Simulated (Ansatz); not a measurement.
Geometry optimisation, RKS PBE0-D4/6-31G* in Ansatz 0.2.0.

The input (input.yaml):

```yaml
crystal:
  periodic: [false, false, false]
  atoms:
    - { symbol: C, position_ang: [1.064, 0.3391, 0.6823] }
    - { symbol: "N", position_ang: [0.0754, -0.6214, 0.1709] }
    - { symbol: C, position_ang: [-0.8628, -0.1172, -0.5958] }
    - { symbol: O, position_ang: [-0.84775, 1.13362, -0.74021] }
    - { symbol: F, position_ang: [-1.81337, -0.88551, -1.10756] }
    - { symbol: H, position_ang: [1.5503, 0.8909, -0.1509] }
    - { symbol: H, position_ang: [1.7875, -0.1057, 1.3073] }
    - { symbol: H, position_ang: [0.5459, 1.1543, 1.2757] }
    - { symbol: H, position_ang: [-0.04973, 1.498, -0.33273] }
basis:
  gaussian: { orbitals: "6-31G*" }
hamiltonian:
  xc: pbe0
  dispersion: d4
relax:
  f_tol: 0.015
  max_steps: 40
output:
  orbitals: {}
```

Command:

```bash
$ ansatz run input.yaml --threads 1 --pin off --max-ram 2048MiB --backend cpu --events-out ev --progress --plain --runs-dir out
```

Q: Where does it end, and by what steps?

A: The forces met the threshold. After 6 steps the energy has fallen by 0.926 eV; H9 moved furthest, 0.43 Å.

| step | energy less start (eV) | largest force component (eV/Å) | accepted |
| --- | --- | --- | --- |
| 0 | 0.0000 | 4.282 | yes |
| 1 | -0.6985 | 3.098 | yes |
| 2 | -0.8618 | 0.810 | yes |
| 3 | -0.8996 | 0.724 | yes |
| 4 | -0.9239 | 0.144 | yes |
| 5 | -0.9254 | 0.054 | yes |
| 6 | -0.9256 | 0.014 | yes |

```xyz
9
Properties=species:S:1:pos:R:3
C 1.097 0.313 0.724
N 0.104 -0.592 0.189
C -0.796 -0.102 -0.532
O -1.027 1.159 -0.921
F -1.733 -0.870 -1.052
H 1.678 0.818 -0.064
H 1.808 -0.253 1.331
H 0.659 1.085 1.377
H -0.341 1.727 -0.543
```

Whether the end is a true minimum wasn't checked by a vibrational analysis.

The run took 60 s on 1 thread of Intel(R) Xeon(R) Processor @ 2.50GHz (Skylake/Cascade Lake), with other jobs on the host, peak memory 0.17 GiB.
